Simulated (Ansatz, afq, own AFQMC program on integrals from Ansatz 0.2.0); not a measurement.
Integrals from Ansatz 0.2.0, then the random walk in our own AFQMC program (afq).

```yaml
crystal:
  periodic: [false, false, false]
  atoms:
    - {symbol: B, position_ang: [-0.048277, 0.092958, 0.092070]}
    - {symbol: H, position_ang: [0.366408, 0.905453, 0.902722]}
    - {symbol: H, position_ang: [-0.472604, -0.714736, 0.902530]}
    - {symbol: H, position_ang: [-0.461089, 0.901604, -0.723374]}
    - {symbol: H, position_ang: [1.085092, -2.089378, -2.069402]}
basis:
  gaussian: {orbitals: 6-31G}
magnetization: {spin_polarized: true, initial_magnetization: 1}
correlation: {method: ccsd_t, electrons: outside_noble_gas, hamiltonian_folder: ham}
```

```sh
$ ansatz run in.yaml --threads 1 --pin off --events-out ev --progress --plain --max-ram 1382MiB
```

Options of the walk:

```
--method phaseless --trial cid --walkers 10 --populations 1 --least-time 40 --time-step 0.0025 --steps-per-block 5 --equilibration-blocks 800 --max-blocks 4800 --target-error 0.00128 --factor-cut 1e-06 --start determinant --seed 9774 --taylor-order 8
```

Times are imaginary, in 1/Eh. The walk had a cap of 208 s.

afq prints:

```
orbitals 16  electrons 4 3  factors 110 of 254
reference energy -26.82330572 Eh
CCSD correlation -0.07743223 Eh in 12 cycles, weight of the determinant in the CISD state 0.9522
energy of the start -26.900768 Eh
 block  time / (1/Eh)  mean weight  energy / Eh
     1     0.013  0.9986  -26.900689
     2     0.025  0.9996  -26.900702
     3     0.037  0.9993  -26.900627
     4     0.050  1.0011  -26.900574
     5     0.062  1.0006  -26.900638
     9     0.112  1.0004  -26.900499
   301     3.763  0.9995  -26.900781
   701     8.762  1.0003  -26.902902
  1101    13.762  1.0014  -26.902070
  1401    17.512  0.9996  -26.910429
  1501    18.762  1.0000  -26.904493
  1901    23.763  1.0015  -26.901679
  2301    28.763  0.9998  -26.901969
  2501    31.263  1.0022  -26.898455
  2701    33.763  1.0009  -26.901160
  3101    38.763  0.9991  -26.901996
  3501    43.762  1.0001  -26.902870
  3901    48.762  0.9995  -26.904341
blocks merged  error / Eh  count
     1  0.000046  3200
     2  0.000064  1600
     4  0.000090  800
     8  0.000125  400
    16  0.000171  200
    32  0.000228  100
    64  0.000280  50
   128  0.000318  25
   256  0.000337  12
energy -26.902005 +/- 0.000318 Eh
(rows thinned)
```

The run passed its tests (sampling time, drift between the halves within three errors, error under three times the target), which doesn't prove that it has relaxed.

Against this walk (error 8.6 meV) on the same determinant: CCSD(T) 10.5 meV higher (within the noise), CCSDT(Q) 2.6 meV higher (within the noise), CCSDTQ 2.6 meV higher (within the noise), full CI 2.6 meV higher (within the noise), a separate phaseless walk with a CISD trial and standard settings 4.1 ± 8.8 meV higher (within the noise). The error is statistical and leaves out the bias of the constraint.

Cautions: constraint bias not in the error; so few walkers bias the energy.

The walk took 79 s on 1 thread of AMD EPYC (Zen 3), on a shared host. The log's last line is the phaseless energy.

CCSDT and higher add their correlation energy to the determinant of the CCSD(T) run, since their own runs factorise the integrals more tightly (a shift of under 2 meV). A walk keeps the symmetry of its determinant, which the program's search chose and which needn't be the lowest solution, so a lower state of the same spin and another symmetry isn't excluded.
